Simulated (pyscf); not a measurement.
## 1,1-elimination: `[CH2]=[N][CH3]` → `[CH][N]=[CH2]` [singlet] + `[H][H]`

Gas phase, singlet surface, charge 0. Bonds broken: C3–H6, C3–H7. Bonds formed: H6–H7. Optimised with ωB97X-D3(BJ)/def2-SVP in PySCF.

Transition state (Å):

```xyz
8

C      0.4136     0.1375    -1.2662
N      0.8995    -0.1683    -0.1371
C      0.5140    -0.6232     1.0173
H     -0.6819     0.2188    -1.3970
H      1.0702     0.3343    -2.1213
H     -1.2160    -0.3339     1.0744
H     -0.7353    -1.0858     1.0849
H      0.6847     0.0094     1.8989
```

One imaginary mode, 1075i cm⁻¹; descent along it reached the two sides named.

```tsv
bond	change	reactant side (Å)	saddle	product side
C3–H6	breaks	1.109	1.755	3.4
C3–H7	breaks	1.102	1.334	2.7
H6–H7	forms	1.798	0.893	0.762
```

Electronic energies relative to the reactant's lowest minimum found (kcal/mol):

```tsv
level	barrier	reaction energy	reverse barrier
ωB97X-D3(BJ)/def2-TZVP	88.5	+66.0	22.5
PBE/def2-TZVP	74.3	+55.2	19.1
r²SCAN/def2-TZVP	78.1	+57.7	20.4
B3LYP-D3(BJ)/def2-TZVP	80.5	+58.1	22.4
PBE0-D3(BJ)/def2-TZVP	82.6	+63.1	19.5
M06-2X/def2-TZVP	87.0	+61.6	25.4
ωB97M-D3(BJ)/def2-TZVP	85.9	+63.6	22.3
HF/def2-TZVP	99.9	+69.0	30.9
```

With ωB97M-D3(BJ)/def2-TZVP energies and thermal terms (ideal gas, 1 atm, RRHO with modes under 100 cm⁻¹ raised to 100, one conformer, R ln 2 for chiral ones without a mode under 150 cm⁻¹), in kcal/mol:

```csv
T (K),ΔH‡,ΔG‡,ΔH,ΔG
298,79.6,79.1,+55.9,+47.4
600,80.0,78.4,+57.4,+38.0
900,80.3,77.5,+57.9,+28.2
1200,80.4,76.5,+57.9,+18.3
```

The same reactants have a lower exit, to H₂C=N• + CH₃• (no saddle counted: cutting one bond costs +78.9 kcal/mol at ωB97M-D3(BJ)/def2-TZVP, against +85.9 kcal/mol here). H₂C=N–CH₃ lies 9.1 kcal/mol over its isomer H₃C–CH=NH (electronic energy, ωB97M-D3(BJ)/def2-TZVP). [HC–N=CH₂] [singlet] lies 57.8 kcal/mol over its isomer H₃C–C≡N (electronic energy, ωB97M-D3(BJ)/def2-TZVP). Another saddle between the same species, by other bonds, lies lower (79.3 kcal/mol against 85.9 kcal/mol at ωB97M-D3(BJ)/def2-TZVP).
